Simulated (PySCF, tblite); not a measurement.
**hydrogen cyanide and dinitrogen**

A gas-phase complex of hydrogen cyanide and dinitrogen; neutral, singlet. The structure comes from a short search (6 tight-binding starts) and was relaxed by PBE0-D3(BJ)/def2-TZVPD; another way of binding may lie lower. No frequency run checks that it is a minimum.

Parts: 1 = hydrogen cyanide (C#N), atoms 1–3; 2 = dinitrogen (N#N), atoms 4–5.

```xyz
5

C     0.198   -0.005   -0.006
N     1.314    0.205    0.145
H    -0.845   -0.202   -0.147
N    -3.239   -0.698   -0.478
N    -4.301   -0.892   -0.613
```
Atom numbers follow the order of the file, from 1.

| contact | kind (by geometry) | distance (Å) | angle (°) |
| --- | --- | --- | --- |
| H3···N4 | C–H hydrogen bond | 2.467 | 179 |

Interaction energies are complex less parts, with the parts frozen as they stand in it; counterpoise-corrected, in kcal/mol (PySCF). The CCSD(T) estimate is Hartree-Fock/aug-cc-pVQZ, plus the MP2 correlation part extrapolated as X⁻³ from aug-cc-pVTZ and aug-cc-pVQZ, plus CCSD(T) less MP2 in aug-cc-pVDZ; noble-gas cores are frozen. It isn't the exact limit.

Problem. Give the interaction energy at each level run.

Solution. 
| level | interaction | superposition error removed |
| --- | --- | --- |
| Hartree-Fock/aug-cc-pVQZ | -0.47 | - |
| wB97M-D3(BJ)/def2-TZVPD | -1.22 | -0.07 |
| PBE0-D3(BJ)/def2-TZVPD | -1.36 | -0.07 |
| MP2/aug-cc-pVQZ | -1.32 | -0.20 |
| CCSD(T), estimated basis limit | -1.22 | - |

Problem. What holds them together? Decompose the wB97M-D3(BJ)/def2-TZVPD energy: frozen parts, their antisymmetrised product, then relaxation.

Solution. electrostatic -1.4, Pauli repulsion +1.2, orbital relaxation -0.6, dispersion correction -0.5 kcal/mol, which sum to the value before the counterpoise correction; the Pauli term holds the exchange-correlation of the frozen density too. Of the attraction, 56 % is electrostatic, 26 % is orbital relaxation, 18 % is dispersion correction.

The parts were also relaxed and run alone, at the levels used for the complex: shieldings by PBE0/pcSseg-2; core levels by delta-SCF with SCAN, pcX-2 on the ionised atom and pcseg-1 elsewhere, spin-free X2C.

Values alone: C1–H3 bond (Å): 1.069; shielding of H3 (ppm): 29.01; shielding of N4 (ppm): -86.7; shielding of C1 (ppm): 71.5; C1 1s core level (eV): 293.41; N2 1s core level (eV): 406.64; N4 1s core level (eV): 409.84.

Problem. What does binding change?

Solution. 
| property | alone | in the complex | change |
| --- | --- | --- | --- |
| C1–H3 bond (Å) | 1.069 | 1.070 | +0.002 |
| shielding of H3 (ppm) | 29.01 | 28.97 | -0.04 |
| shielding of N4 (ppm) | -86.7 | -79.3 | +7.4 |
| shielding of C1 (ppm) | 71.5 | 70.1 | -1.4 |
| C1 1s core level (eV) | 293.41 | 293.16 | -0.25 |
| N2 1s core level (eV) | 406.64 | 406.42 | -0.22 |
| N4 1s core level (eV) | 409.84 | 410.38 | +0.55 |

The core-hole states of C1, N2, N4 are spin-contaminated (⟨S²⟩ 0.84, 0.83, 0.82 against 0.75 for a pure doublet), so those values and differences from them are less sure.

The 5 runs behind this took 3.5 min in all, one thread each of Arm Neoverse N1 on a shared host, launched as `OMP_NUM_THREADS=1 python cluster_run.py task.json out`.
